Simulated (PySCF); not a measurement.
Cl₂⁺: mean field, correlation and small terms against distance

State: doublet, unpaired electrons π ↑. ROHF-based CCSD(T) in PySCF 2.14 with Cl cc-pV(T+d)Z and Cl cc-pV(Q+d)Z (frozen core orbitals: 10; no relativity). Correlation energies are extrapolated as n⁻³ (n = 3, 4), Hartree–Fock as (n+1)·exp(−9√n). CV is the change on freezing 2 orbitals instead, in Cl cc-pwCVTZ. SR is the spin-free X2C energy in Cl cc-pVTZ-DK less the non-relativistic one in Cl cc-pVTZ. All energies in eV from Cl⁺ + Cl.

```json
{"R (Å)": "1.7418", "HF/CBS": "-1.597", "CCSD corr.": "-1.738", "(T)": "-0.2403", "CV": "-0.0367", "SR": "0.0068", "total": "-3.605"}
{"R (Å)": "1.8175", "HF/CBS": "-1.855", "CCSD corr.": "-1.779", "(T)": "-0.2617", "CV": "-0.0267", "SR": "0.0068", "total": "-3.916"}
{"R (Å)": "1.8932", "HF/CBS": "-1.862", "CCSD corr.": "-1.834", "(T)": "-0.2869", "CV": "-0.0189", "SR": "0.0062", "total": "-3.996"}
{"R (Å)": "1.9690", "HF/CBS": "-1.695", "CCSD corr.": "-1.901", "(T)": "-0.3159", "CV": "-0.0128", "SR": "0.0053", "total": "-3.919"}
{"R (Å)": "2.0636", "HF/CBS": "-1.324", "CCSD corr.": "-1.999", "(T)": "-0.3574", "CV": "-0.0070", "SR": "0.0042", "total": "-3.684"}
{"R (Å)": "2.1583", "HF/CBS": "-0.844", "CCSD corr.": "-2.112", "(T)": "-0.4043", "CV": "-0.0026", "SR": "0.0032", "total": "-3.359"}
```

A fit to the total gives Re = 1.8890 Å, De = 3.996 eV, ωe = 655.5 cm⁻¹, Be = 0.2702 cm⁻¹ (masses 34.9689 and 34.9689 u).

**Question.** At R = 1.8932 Å the CCSD correlation energy is -0.402064 hartree in the smaller basis and -0.433292 in the larger. Extrapolate it.

**Answer.** (4³·E4 − 3³·E3)/(4³ − 3³) = -0.45608 hartree; the larger basis holds 95.0 % of it.

The T1 diagnostic is 0.015. The state was picked by a PBE0 search and need not be the measured ground state. Spin–orbit coupling, excitations beyond (T) and corrections to the Born–Oppenheimer picture are left out.
